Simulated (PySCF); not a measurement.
Here is a computed PBE0-D3(BJ)/def2-SVP geometry (Å):
```
atom  x, y, z in Å
C1     0.2967    1.4800    1.2248
P2     0.0483    0.2078    0.1669
C3     1.3614   -0.4207   -0.9836
C4    -1.3028    0.5832   -0.9937
C5    -0.4032   -1.3091    1.0656
H6     0.8986    1.2859    2.1171
H7     0.3465    2.4871    0.8022
H8     1.0244   -1.2633   -1.6096
H9     2.2288   -0.7364   -0.3847
H10    1.6824    0.4079   -1.6329
H11   -1.0379    1.4938   -1.5520
H12   -2.2187    0.7809   -0.4211
H13   -1.4647   -0.2372   -1.7073
H14   -0.6016   -2.1419    0.3754
H15    0.4306   -1.5863    1.7276
H16   -1.2874   -1.1048    1.6839
```

Neutral, closed shell.

Q: Read off the bonds between heavy atoms and their formal orders.

A: C1–P2 1.67 Å (double); P2–C3 1.86 Å (single); P2–C4 1.82 Å (single); P2–C5 1.82 Å (single). Bonds to hydrogen (Å): C1–H6 1.09; C1–H7 1.09; C3–H8 1.10; C3–H9 1.10; C3–H10 1.10; C4–H11 1.10; C4–H12 1.10; C4–H13 1.10; C5–H14 1.10; C5–H15 1.10; C5–H16 1.10. The orders are those of one drawing; other resonance forms can be drawn.

Q: Write the SMILES.

A: `C=P(C)(C)C`, C4H11P.

Q: Describe the place of each heavy atom.

A: C1: carbon bonded to P and 2 H; P2: phosphorus bonded to 4 C; C3/C4/C5: sp3 carbon bound to phosphorus.

Q: What is the arrangement about C1?

A: It has 3 neighbours (P2, H6, H7) and has angles 117.6°, 117.6° and 117.0°, sum 352.1°, 0.20 Å off the plane of its three neighbours.

Q: What is the arrangement about C3?

A: It has 4 neighbours (P2, H8, H9, H10) and is distorted tetrahedral (angles from 107.9° to 113.2°).
